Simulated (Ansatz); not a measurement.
## What a trial cell of B relaxes into

The calculation used DFT r2SCAN, scalar-relativistic, plane waves, PAW in Ansatz 0.2.0. Cutoff 500 eV, Γ-centred k mesh, Gaussian smearing, no spin polarisation in the final step.

The start puts B on the graphite structure type (P6_3/mmc, No. 194), at a guessed volume.

```xyz
4
Lattice="2.3370 0.0000 0.0000 -1.1685 2.0239 0.0000 0.0000 0.0000 6.3651" Properties=species:S:1:pos:R:3 pbc="T T T"
B     0.0000    0.0000    1.5913
B     0.0000    0.0000    4.7738
B     0.0000    1.3493    4.7738
B     1.1685    0.6746    1.5913
```

Steps on the 9×9×4 mesh (4 atoms). 12 of 16 steps are shown, and the free energy counts from the last. Trial steps that were taken back and renewals of the plane-wave basis can be among the rows.

| step | ΔF (meV/atom) | V (Å³/atom) | P (GPa) |
| --- | --- | --- | --- |
| 1 | 2860.2 | 7.53 | 180.88 |
| 2 | 1817.1 | 8.29 | 120.38 |
| 4 | 648.4 | 9.84 | 41.63 |
| 5 | 395.9 | 10.50 | 17.67 |
| 6 | 277.9 | 10.58 | 5.75 |
| 8 | 166.2 | 9.88 | -3.14 |
| 9 | 115.4 | 9.31 | -2.92 |
| 11 | 23.0 | 8.31 | -3.66 |
| 12 | 14.3 | 7.90 | 1.26 |
| 13 | 14.1 | 7.94 | 0.04 |
| 15 | 0.0 | 7.98 | -0.15 |
| 16 | 0.0 | 7.98 | -0.15 |

A final relaxation ran on a 18×18×12 mesh. The relaxed crystal, P6_3/mmc (No. 194):

Space group P6_3/mmc (No. 194). a = 2.992 Å, b = 2.992 Å, c = 4.075 Å, α = 90.00°, β = 90.00°, γ = 120.00°
```csv
atom,site,symmetry,x,y,z
B,2b,-6m2,0.0000,0.0000,0.2500
B,2d,-6m2,0.3333,0.6667,0.7500
```

```json
{
  "Volume per atom": "7.90 Å³",
  "Density": "2.27 g/cm³",
  "Energy over the standard structure": "0.93 eV/atom",
  "Gap on the 18×18×12 mesh": "0 eV (a metal)"
}
```

Energies count from the standard state of B at the same level.

The final run used a 18×18×12 mesh on its 4-atom cell and 0.10 eV smearing. For metals, differences of a few meV/atom aren't resolved.

A structure relaxed within its symmetry needn't be a true minimum.